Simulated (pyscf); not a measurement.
Optimised with ωB97X-D3(BJ)/def2-SVP in PySCF.

**Question.** For the elementary gas-phase step H₃Si–Cl (SMILES [SiH3]Cl) + SiH₃• (SMILES [SiH3]) → •H₂Si–Cl (SMILES [SiH2]Cl) + SiH₄ (SMILES [SiH4]) (doublet surface; H–Si broken, H–Si formed), what barrier and reaction energy does ωB97X-D3(BJ)/def2-TZVP give, measured from the separated reactants?

**Answer.** ΔE‡ = 7.3 kcal/mol, ΔE = -0.8 kcal/mol. CCSD(T)/def2-TZVPP + ΔMP2(QZVPP) gives 10.9 kcal/mol and +0.2 kcal/mol. Zero-point energy shifts the barrier by -1.7 kcal/mol. It is a hydrogen abstraction, with an imaginary mode of 1425i cm⁻¹. This is the saddle that the search found; another between the same sides may lie lower. The angle at the transferred H is 151°. The CCSD(T) − MP2 part came from Ansatz, without density fitting, on the same reference.
